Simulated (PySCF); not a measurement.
## Basis-set dependence of SH⁻ at CCSD

PySCF, RHF reference; singlet, unpaired electrons none; De to H + S⁻ without counterpoise correction. Frozen cores follow the default of each basis and core potential.

```tsv
basis	relativity	functions	Re (Å)	ωe (cm⁻¹)	De (eV)	frozen orbitals
aug-pcseg-1	no relativity	36	1.356	2658	n/a	5
aug-cc-pVDZ/aug-cc-pV(D+d)Z	no relativity	41	1.356	2651	n/a	5
def2-TZVPPD	no relativity	68	1.342	2675	n/a	5
```

(1) How does each smaller set differ from the one with most functions, def2-TZVPPD?

Correlated steps freeze 5 core orbitals.

Answers

(1) aug-pcseg-1: +1.4 pm, -0.6 % in ωe; aug-cc-pVDZ/aug-cc-pV(D+d)Z: +1.4 pm, -0.9 % in ωe. All at CCSD; the set with most functions is neither the basis-set limit nor always the best.
